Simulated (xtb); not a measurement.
xtb input:

```bash
xtb mol.xyz --gfn 2 --ohess tight --chrg 1 --uhf 0
```
mol.xyz:
```
6

O     -1.10093123    -0.32534836    -0.07242086
C     -0.07965500     0.48838003    -0.08527470
O      1.08167776     0.22643394    -0.08919840
H     -0.73261762    -1.24662813    -0.06029308
H     -0.46939682     1.55290957    -0.05994466
H      1.32749217    -0.60180543     0.42911974
```

What final total energy does it print?

-11.31092 Eh (GFN2-xTB).

It need not be the lowest isomer of its formula.
